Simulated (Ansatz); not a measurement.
## 1T (CdI2-type) SnSe₂

Calculation: PBE (Ansatz, an electronic-structure program, plane waves, PAW).

Numerical settings: plane-wave cutoff 500 eV, 12×12×8 k mesh (along the axes of the cell as run), Fermi–Dirac smearing 0.05 eV, scalar-relativistic PAW data made under PBE.

Cell (relaxed at this level):

```yaml
crystal:
  lattice:
    - [1.93587, -3.35303, 0.00000]
    - [1.93587, 3.35303, 0.00000]
    - [0.00000, 0.00000, 6.95332]
  atoms:
    - { symbol: Sn, position: [0.00000, 0.00000, 0.00000] }
    - { symbol: Se, position: [0.33333, 0.66667, 0.22934] }
    - { symbol: Se, position: [0.66667, 0.33333, 0.77066] }
```

```
Property                        Value
--------  ---------------------------
band gap  0.69 eV (on the SCF k mesh)
```

Measured, for comparison: band gap 0.98 eV (temperature not stated, not corrected to a static lattice, indirect, our sources range from 0.98 to 1.06; as tabulated in Gonzalez and Oleynik (2016), arXiv:1609.04381).

Note: the cell comes from a level without a dispersion term, which matters for the spacing of layers, chains or molecules; the cell has widely spaced layers and the level no dispersion term, so their spacing and the moduli can rest on weak binding.

Spin–orbit coupling is not included.

The result took around 3 core-minutes (rough).
